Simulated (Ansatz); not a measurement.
Input for Ansatz (a quantum-chemistry and plane-wave program): R-wB97M-V/def2-TZVPPD on NH3 (SMILES N). Files ending in .json are basis or fitting sets from the Basis Set Exchange.

Ansatz 0.2 input:
```yaml
crystal:
  periodic: [false, false, false]
  atoms:
    - {symbol: N, position_ang: [-0.00000000, 0.00000000, 1.84833659]}
    - {symbol: H, position_ang: [0.93730979, -0.00000000, 2.23206741]}
    - {symbol: H, position_ang: [-0.46865489, -0.81173409, 2.23206741]}
    - {symbol: H, position_ang: [-0.46865489, 0.81173409, 2.23206741]}
basis:
  gaussian:
    orbitals: def2-TZVPPD.json
hamiltonian:
  xc: {name: wB97M-V}
scf: {lower_state_search: off}
```

The log:

```
Functional definition: wB97M-V
[...]
these checks for a lower state are left out or cut short: stability, starts, cluster_reference, orbital_swaps, neighbouring_geometries, increment
integrals: 0.01 GiB planned
356 factors; their error is unknown
integrals: 0.05 GiB planned
117 factors; integrals over basis functions are off by at most 8.1e-6 eV
mean field: 0.21 GiB planned
mean field evaluation 1: about -1535.2527 eV, gradient 4.5e1 eV
mean field evaluation 2: about -1535.5284 eV, gradient 4.2e1 eV
mean field evaluation 4: about -1538.8887 eV, gradient 2.3e-1 eV
mean field evaluation 8: about -1538.8872 eV, gradient 2.5e-2 eV
mean field evaluation 16: about -1538.8872 eV, gradient 2.7e-6 eV
mean field -1538.88722838 eV, -56.5530625477 hartree, gradient 2.7e-6 eV, S^2 0.000000; 0 other end points of the search recorded, 0 dependent functions left out
reference -1538.88726148 eV, -56.5530637643 hartree; 5, 5 occupied and 83, 83 virtual orbitals, 356 factors
Total energy: -1538.88726148 eV, -56.5530637643 hartree
Checks for a lower state left out: stability, starts, cluster_reference, orbital_swaps, neighbouring_geometries, increment
```

Self-consistency was reached.

Cost: very roughly 1.7 core-seconds.
